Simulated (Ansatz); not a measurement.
Input for Ansatz (development build ahead of 0.2.0):

```yaml
crystal:
  periodic: [false, false, false]
  atoms:
    - { symbol: H, position_ang: [-1.29964, -0.72527, 0.50518] }
    - { symbol: "N", position_ang: [-0.40234, -0.92069, 0.97161] }
    - { symbol: "N", position_ang: [2.02573, -1.4495, 2.23377] }
basis:
  gaussian: { orbitals: STO-3G }
total_charge: 1
hamiltonian:
  xc: hf
correlation:
  method: fci
  frozen_orbitals: { H: 0, "N": 1 }
```

The input is written out in the form of the current development build from the run's settings.

Results

* Converged: yes
* Reference energy: -107.28919 hartree
* Correlation energy: -0.33252 hartree
* Total energy: -107.62171 hartree
* State: lowest singlet root, of any spatial symmetry

Caution: other spin multiplicities were not run.
